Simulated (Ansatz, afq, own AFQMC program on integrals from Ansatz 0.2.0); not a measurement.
Integrals from Ansatz 0.2.0, then the random walk in our own AFQMC program (afq).

```yaml
crystal:
  periodic: [false, false, false]
  atoms:
    - {symbol: B, position_ang: [0.000000, 0.000000, 0.843871]}
    - {symbol: N, position_ang: [0.000000, 0.000000, -0.679596]}
    - {symbol: H, position_ang: [0.000000, 1.151594, 1.482327]}
    - {symbol: H, position_ang: [0.000000, -1.151594, 1.482327]}
    - {symbol: H, position_ang: [0.000000, 0.925486, -1.285981]}
    - {symbol: H, position_ang: [0.000000, -0.925486, -1.285981]}
basis:
  gaussian: {orbitals: 6-31G}
magnetization: {spin_polarized: false}
correlation: {method: ccsd_t, electrons: outside_noble_gas, hamiltonian_folder: ham}
```

```sh
$ ansatz run in.yaml --threads 1 --pin off --events-out ev --progress --plain --max-ram 1382MiB
```

afq runs on the folder ham with

```
--method free --trial cisd --walkers 180 --time-step 0.03 --max-blocks 80 --target-error 0.00042 --factor-cut 1e-05 --seed 438 --times 0,0.21,0.42,0.81,1.2,1.8,2.4,3 --taylor-order 8
```

Times are imaginary, in 1/Eh. The walk had a cap of 529 s.

Output of the walk:

```
orbitals 24  electrons 6 6  factors 171 of 386
reference energy -81.41889307 Eh
CCSD correlation -0.20250352 Eh in 10 cycles, weight of the determinant in the CISD state 0.8969
repeat  energy at the last time / Eh  error
    10  -81.626355  0.000710
    20  -81.626555  0.000624
    30  -81.627023  0.000456
    40  -81.627235  0.000369
time / (1/Eh)  energy / Eh  error  mean overlap
  0.00  -81.621348  0.000366  1.1131
  0.21  -81.624317  0.000383  1.1138
  0.42  -81.625442  0.000341  1.1122
  0.81  -81.626145  0.000279  1.1192
  1.20  -81.626721  0.000241  1.1196
  1.80  -81.627514  0.000291  1.1028
  2.40  -81.627750  0.000360  1.0944
  3.00  -81.627292  0.000366  1.1057
energy -81.627292 +/- 0.000366 Eh
```

The run passed its tests (error under three times the target), which doesn't prove that it has relaxed.

Against this walk (error 10.0 meV) on the same determinant: CCSD(T) 25.0 meV higher, CCSDT(Q) 3.8 meV lower (within the noise). The error is statistical, and a free projection of finite length keeps a remainder of its start. The last points scatter (meV from the last: 31 ± 8 at 0.81, 16 ± 7 at 1.20, -6 ± 8 at 1.80, -12 ± 10 at 2.40, 0 ± 10 at 3.00); the last is the one printed as the energy, and the gaps above move with that scatter.

Cautions: remainder of the start not in the error; higher spins were not checked; raised T1 diagnostic (T1 0.022, weight of the determinant 0.90, largest double 0.07).

The walk took 56 s on 1 thread of Intel(R) Xeon(R) Platinum 8488C (Sapphire Rapids), with other jobs on the host. The log's last line is the free-projection energy.

CCSDT and higher add their correlation energy to the determinant of the CCSD(T) run, since their own runs factorise the integrals more tightly (a shift of under 2 meV). A walk keeps the symmetry of its determinant, which the program's search chose and which needn't be the lowest solution, so a lower state of the same spin and another symmetry isn't excluded.
